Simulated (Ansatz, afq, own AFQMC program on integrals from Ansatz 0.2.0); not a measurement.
Integrals from Ansatz 0.2.0, then the random walk in our own AFQMC program (afq).

```yaml
crystal:
  periodic: [false, false, false]
  atoms:
    - {symbol: C, position_ang: [-2.131450, 0.000000, 0.000000]}
    - {symbol: H, position_ang: [-2.494656, 1.027301, 0.000000]}
    - {symbol: H, position_ang: [-2.494656, -0.513650, 0.889668]}
    - {symbol: H, position_ang: [-2.494656, -0.513650, -0.889669]}
    - {symbol: H, position_ang: [-0.633450, 0.000000, 0.000000]}
    - {symbol: S, position_ang: [1.053550, 0.000000, 0.000000]}
basis:
  gaussian: {orbitals: cc-pVTZ}
magnetization: {spin_polarized: true, initial_magnetization: 2}
correlation: {method: ccsd_t, electrons: outside_noble_gas, hamiltonian_folder: ham}
```

```sh
$ ansatz run in.yaml --threads 1 --pin off --events-out ev --progress --plain --max-ram 24576MiB --backend cuda --devices 0, --max-vram 18GiB
```

afq runs on the folder ham with

```
--method phaseless --trial cisd --walkers 600 --populations 10 --least-time 60 --time-step 0.005 --steps-per-block 50 --equilibration-blocks 28 --max-blocks 4000 --target-error 0.00022 --factor-cut 1e-05 --start spin_pure --seed 8123 --release-times 0.24,0.51,0.99,1.62,2.4 --release-step 0.03 --release-every 3 --taylor-order 6
```

Times are imaginary, in 1/Eh. The walk had a cap of 235 s. With eight or more populations the least sampling time is a fifth of least-time, and the error comes from their spread.

Log:

```
orbitals 114  electrons 8 6  factors 662 of 668
reference energy -437.65758900 Eh
CCSD correlation -0.37058920 Eh in 12 cycles, weight of the determinant in the CISD state 0.8483
energy of the start -438.022664 Eh
 block  time / (1/Eh)  mean weight  energy / Eh
     1     0.250  1.0000  -438.019514
     2     0.500  1.0009  -438.025096
     3     0.750  1.0007  -438.031374
     4     1.000  1.0002  -438.034414
     5     1.250  1.0005  -438.038488
     8     2.000  0.9994  -438.040370
    11     2.750  1.0002  -438.041029
    41    10.250  0.9993  -438.041669
    71    17.750  0.9991  -438.040566
   101    25.250  0.9998  -438.043542
   131    32.750  1.0005  -438.042860
   161    40.250  1.0002  -438.046940
   191    47.750  0.9998  -438.045416
   221    55.250  1.0009  -438.043574
   251    62.750  0.9993  -438.043435
   281    70.250  1.0003  -438.043196
   311    77.750  0.9998  -438.040140
   341    85.250  1.0017  -438.041251
   371    92.750  1.0001  -438.048401
   401   100.250  0.9992  -438.043173
   411   102.750  0.9996  -438.042560
error from the spread of 10 populations
released: time / (1/Eh)  energy / Eh  error  mean overlap
  0.24  -438.043319  0.000170  0.9968
  0.51  -438.043672  0.000193  0.9945
  0.99  -438.043884  0.000091  0.9869
  1.62  -438.044161  0.000371  0.9821
  2.40  -438.044079  0.000381  0.9832
energy -438.042935 +/- 0.000184 Eh
(rows thinned)
```

The run passed its tests (sampling time, drift between the halves within three errors, error under three times the target), which doesn't prove that it has relaxed, ending at its cap on processor time.

Against this walk (error 5.0 meV) on the same determinant: CCSD(T) 23.6 meV higher. The error is statistical and leaves out the bias of the constraint. None of these is a sure reference here. The released energies are still falling (meV from the phaseless value at times in 1/Eh: -10 ± 5 at 0.24, -20 ± 5 at 0.51, -25.8 ± 2.5 at 0.99, -33 ± 10 at 1.62, -31 ± 10 at 2.40), so they give no level; they do show a bias of the constraint, and the last of them that isn't too noisy lies 49 meV below CCSD(T).

Cautions: constraint bias not in the error; lower spins were not checked; unrestricted determinant slightly spin contaminated (⟨S²⟩ 2.08 against 2.00).

The walk took 4.6 min on 1 × NVIDIA H100 80GB HBM3 with 2 threads of AMD EPYC 7R13 Processor (Zen 3), on a shared host (the card was shared). The log's last line is the phaseless energy.

A walk keeps the symmetry of its determinant, which the program's search chose and which needn't be the lowest solution, so a lower state of the same spin and another symmetry isn't excluded.
